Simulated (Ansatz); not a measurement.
Worked example: HGe–AsH2⁺, doublet against HGe–AsH$_{2}$, triplet

Geometry (PBE0/def2-TZVP stationary point of a triplet), kept for both states (HGe–AsH2, triplet: A''; HGe–AsH2⁺, doublet: A'):

```xyz
5

Ge    0.0000    0.0646    1.2302
As    0.0000   -0.0704   -1.1802
H     0.0000   -1.3178    1.9461
H     1.1017    0.9471   -1.4382
H    -1.1017    0.9471   -1.4382
```

Basis cc-pVTZ; Ansatz 0.2.0. Only valence electrons are correlated (noble-gas cores and the filled d shells of p-block atoms frozen). R marks a restricted (for open shells ROHF) determinant, U an unrestricted one. No spin–orbit coupling is included, and no scalar relativity.

Full CI isn't at hand for all of this; UCCSDT(Q) serves as the reference, and is uncertain by about the last step of the cluster series.

```json
{"level": "UHF", "E(HGe–AsH2, triplet) (hartree)": "-4311.349432", "E(HGe–AsH2⁺, doublet) (hartree)": "-4311.092657"}
{"level": "UMP2", "E(HGe–AsH2, triplet) (hartree)": "-4311.571054", "E(HGe–AsH2⁺, doublet) (hartree)": "-4311.298740"}
{"level": "UCCSD(T)", "E(HGe–AsH2, triplet) (hartree)": "-4311.618969", "E(HGe–AsH2⁺, doublet) (hartree)": "-4311.347540"}
{"level": "PBE", "E(HGe–AsH2, triplet) (hartree)": "-4314.037617", "E(HGe–AsH2⁺, doublet) (hartree)": "-4313.768237"}
{"level": "wB97M-V", "E(HGe–AsH2, triplet) (hartree)": "-4314.438854", "E(HGe–AsH2⁺, doublet) (hartree)": "-4314.170669"}
{"level": "UCCSDT(Q)", "E(HGe–AsH2, triplet) (hartree)": "-4311.620955", "E(HGe–AsH2⁺, doublet) (hartree)": "-4311.349541"}
```

**Question.** Give the vertical gap, HGe–AsH2⁺ doublet less HGe–AsH2 triplet, at each level in eV (1 hartree = 27.2114 eV), and each error against UCCSDT(Q).

**Answer.** UCCSDT(Q): (-4311.349541 − (-4311.620955)) × 27.2114 = 7.386 eV (the reference)
wB97M-V: (-4314.170669 − (-4314.438854)) × 27.2114 = 7.298 eV, error -0.088 eV
PBE: (-4313.768237 − (-4314.037617)) × 27.2114 = 7.330 eV, error -0.056 eV
UCCSD(T): (-4311.347540 − (-4311.618969)) × 27.2114 = 7.386 eV, error 0.000 eV
UMP2: (-4311.298740 − (-4311.571054)) × 27.2114 = 7.410 eV, error 0.024 eV
UHF: (-4311.092657 − (-4311.349432)) × 27.2114 = 6.987 eV, error -0.399 eV

Total energies of functionals can't be set beside those of wave-function methods, since they hold the core's correlation and their own absolute errors; only the differences compare.

The reference still carries a basis error, for a change of charge of the order of 0.1 eV, so smaller errors of functionals can't be ranked.

Each level lands on the state that its own search finds. T1 diagnostics of restricted CCSD: 0.029 and 0.039.
